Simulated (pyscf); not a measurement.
H₂N–SiH₂–Cl + hydrogen chloride (HCl) → H₂N–SiH(Cl)–Cl + hydrogen (H₂) (four-centre exchange; singlet surface; H–Si, Cl–H broken, Cl–Si, H–H formed). PySCF, gas phase, ωB97X-D3(BJ)/def2-SVP geometries. Energies in kcal/mol from the separated reactants.

```tsv
level	barrier	reaction energy
ωB97X-D3(BJ)/def2-TZVP	…	…
PBE/def2-TZVP	…	-18.9
r²SCAN/def2-TZVP	27.0	-21.1
B3LYP-D3(BJ)/def2-TZVP	31.0	-19.7
M06-2X/def2-TZVP	32.0	-21.5
HF/def2-TZVP	52.3	-15.9
```

### Question
Some entries are withheld; supply them.

### Answer

- ωB97X-D3(BJ)/def2-TZVP, barrier: 31.2
- ωB97X-D3(BJ)/def2-TZVP, reaction energy: -21.8
- PBE/def2-TZVP, barrier: 26.2

The functionals in the table span 5.8 kcal/mol in this barrier, from PBE to M06-2X. On the reactant side the descent ends in a complex, 4.8 kcal/mol under the separated species and 36.0 kcal/mol under the saddle at ωB97X-D3(BJ)/def2-TZVP. One saddle was located; it need not be the lowest between these sides.
